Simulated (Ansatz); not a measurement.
We consider rock-salt ZrC, described by r²SCAN in Ansatz (PAW).

Run with plane-wave cutoff 600 eV, 16×16×16 k mesh, Fermi–Dirac smearing 0.1 eV, finite displacements, scalar-relativistic PAW data made under PBE.

The cell has the measured lattice: a = 4.692 Å, b = 4.692 Å, c = 4.692 Å, α = 90.00°, β = 90.00°, γ = 90.00°.

Q: Give the computed TO(Γ) frequency.

A: 
TO(Γ) frequency: 418 cm⁻¹

Note: the cell isn't this level's own, so it is under some stress, which shifts stiffness and frequencies.

Computing time: around 10 core-minutes (rough).

Ansatz is a program for electronic structure.
